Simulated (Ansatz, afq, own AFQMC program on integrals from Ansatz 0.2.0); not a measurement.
**Where AFQMC and coupled cluster stand for AlBH2, singlet**

```xyz
4

B     0.0000   -0.3817    2.2600
Al    0.0000    0.1776   -0.9486
H     0.0000    0.2216    3.2940
H     0.0000   -0.8822   -2.1408
```

Connectivity, by distances: BH ··· AlH.

Basis cc-pVDZ. Only valence electrons are correlated. Ansatz 0.2.0 and our own AFQMC program on the same integrals; the CISD trial comes from CCSD amplitudes, and released means the phaseless constraint is let go. Error bars are statistical, one sigma.

Determinant: RHF, the one that the program's search chose, which needn't be the lowest solution. The geometry is a point of a scan.

No full CI on the walks' own integrals is used here; CCSDT(Q) serves as the reference and is uncertain by about the last step of the cluster series.

Cautions: higher spins were not checked; restricted determinant unstable towards unrestricted (UHF 238 meV lower, ⟨S²⟩ 0.76).

```
T1 diagnostic                               : 0.0188
weight of the determinant in the CISD state : 0.842
size of the correlated space                : 8 electrons in 36 orbitals
```

```csv
level,correlation energy (eV)
MP2,-3.1548
CCSD,-4.4296
CCSD(T),-4.5296
```

Problem. Estimate where AFQMC with the constraint released lies against CCSD(T) on the same integrals.

Solution. 5.1 ± 1.8 kJ/mol below CCSD(T).

Reference: CCSDT(Q), correlation energy -4.572 eV. The released energy is read at 2.40 1/Eh (meV from the phaseless value at times in 1/Eh: 12 ± 16 at 0.24, 3 ± 15 at 0.51, -12 ± 18 at 0.99, -31 ± 14 at 1.62, -32 ± 19 at 2.40).

```tsv
level	E − E(reference) (kJ/mol)	share of correlation (%)
CCSD(T)	4.0	99.08
CCSDT	0.5	99.88
ph-AFQMC/CISD	2.0 ± 1.5	99.54
released AFQMC	-1.1 ± 1.8	100.24
```

A walk keeps the symmetry of its determinant, which the program's search chose and which needn't be the lowest solution, so a lower state of the same spin and another symmetry isn't excluded. Released energies are given only where the last usable release times agree within the noise; a slower fall can still hide under it.
